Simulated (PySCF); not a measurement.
Species: C₄H₉OS (doublet state).
Structure used (GFN2-xTB), in Å, numbered top down from 1:
```xyz
15
C4H9OS angstrom
C     -2.401   -0.036   -0.104
C     -1.111    0.572    0.471
C      0.074    0.300   -0.362
S      1.095   -1.073    0.009
C      2.722   -0.152    0.045
O      0.818   -1.464    1.393
H     -2.598    0.355   -1.099
H     -3.242    0.205    0.541
H     -2.305   -1.117   -0.164
H     -0.929    0.156    1.465
H     -1.251    1.655    0.561
H      0.076    0.586   -1.401
H      2.663    0.618    0.806
H      3.496   -0.870    0.290
H      2.888    0.275   -0.936
```

The hyperfine couplings belong to this conformer and change with its torsions.

Identity: `CC[CH][S@@](C)=O` [radical].

The calculation used UKS B3LYP, pcH-1 on C H O S, non-relativistic, mean-field spin-orbit, GIAO (PySCF). One conformer (not necessarily the lowest) at the GFN2-xTB geometry, without solvent, vibrations or thermal averaging. A GFN2-xTB geometry isn't a minimum of the functional, and hyperfine couplings can be far from their values at a DFT geometry. Stability of the SCF solution: not tested.

Principal values of hyperfine tensors in MHz (contact, dipolar and spin–orbit terms together), for some of the nuclei:

```
atom  isotope      A1      A2      A3
  C3      13C   40.45   41.24  256.76
  C5      13C   89.05   89.61  112.52
 H11       1H   70.57   72.13   84.94
  C1      13C   63.37   63.39   79.64
 H12       1H  -76.25  -44.65   -7.87
  S4      33S   16.55   23.09   41.65
  C2      13C  -27.90  -25.10  -22.73
 H14       1H    3.46    6.27   14.44
```

Q: Split each tensor into its isotropic and traceless parts, and turn a_iso into mT with g = 2.0025.

A: a_iso = (A1 + A2 + A3)/3, Ti = Ai − a_iso; 1 mT corresponds to 28.028 MHz. The tensors hold a spin–orbit part: the run splits a_iso into a_FC + a_SO, and T includes its anisotropic share.

```tsv
atom	a_iso (MHz)	a_FC	a_SO	a_iso (mT)	T1	T2	T3
C3	112.81	112.78	0.04	4.025	-72.37	-71.58	143.94
C5	97.06	97.09	-0.03	3.463	-8.01	-7.45	15.46
H11	75.88	75.88	0.00	2.707	-5.31	-3.75	9.06
C1	68.80	68.81	-0.01	2.455	-5.43	-5.41	10.84
H12	-42.93	-42.96	0.04	-1.532	-33.32	-1.73	35.05
S4	27.10	27.17	-0.08	0.967	-10.55	-4.00	14.55
C2	-25.24	-25.26	0.01	-0.901	-2.65	0.14	2.51
H14	8.06	8.06	0.00	0.287	-4.60	-1.78	6.38
```

Q: What spin density at the nucleus of C3 lies behind its contact coupling (g_N = 1.40482)?

A: a_FC = (2μ0/3) gₑ μB g_N μN ρ(0)/(2S·h) = 800.24 MHz × g_N × ρ(0)/(2S), with ρ in bohr⁻³. With a_FC = 112.78 MHz and 2S = 1, ρ(0) = 0.1003 bohr⁻³.

Q: H8 (1H, g_N = 5.58569) isn't in the table. Its spin density at the nucleus is 0.002751 bohr⁻³. What is its contact coupling?

A: By the same relation, a_FC = 12.30 MHz. Its full tensor has the principal values 9.02, 10.76, 17.12 MHz.

Q: Which nucleus of the table has the largest anisotropic coupling, and what is its form?

A: C3: -72.4, -71.6, 143.9 MHz, axial, in the ratio −1:−1:+2, the form that spin in one p orbital centred on that nucleus gives.

Q: What first-order splitting does H11 cause when the field lies along A1, A2 or A3 of its tensor (g taken as isotropic, no quadrupole term)?

A: 2 lines (I = 1/2), spaced by |A_i|/(g × 13.996): 2.52, 2.57, 3.03 mT along the axes of A1, A2 and A3.
